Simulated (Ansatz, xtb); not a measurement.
# C4H5FO: 3 structures ranked

3 gas-phase structures of C4H5FO, from a drawn sample of its isomers (lower ones may exist). Each was relaxed with GFN2-xTB; where two conformers were screened, the lower at r2SCAN-D4/def2-SVP is listed:

A. `C=C[C@@]1(F)CO1`, a singlet
B. `C=C[C@@H]1O[C@H]1F`, a singlet
C. `C=C[C@@H]1O[C@@H]1F`, a singlet

Make a reasoned guess at their ranking by r2SCAN-D4/def2-SVP single-point energy.

Calculated order at r2SCAN-D4/def2-SVP: A (0.0), C (0.4), B (1.0) kcal/mol. Less than 1 kcal/mol parts A and C; C and B, so the order within those pairs means little.

Energies above the lowest of each column, in kcal/mol; the last columns are at PBE-D3(BJ)/def2-SVP geometries:

```
structure  GFN2-xTB  HF/STO-3G  r2SCAN-D4/def2-SVP  PBE-D3(BJ)/def2-SVP  CCSD(T)/def2-SVP + ΔMP2/def2-TZVPP
        A       0.5        0.0                 0.0                  0.1                                 0.0
        C       0.6        1.1                 0.4                  0.0                                 0.1
        B       0.0        1.1                 1.0                  0.3                                 0.2
```

CCSD(T)/def2-SVP + ΔMP2/def2-TZVPP has A and B and C within 1 kcal/mol of each other at the bottom, and every level picks one of them. Flexible structures stand in one conformer each, not always the lowest. ΔMP2 is the change of the MP2 energy from the smaller to the larger basis.

Programs: Ansatz 0.2.0, xtb 6.7.1.
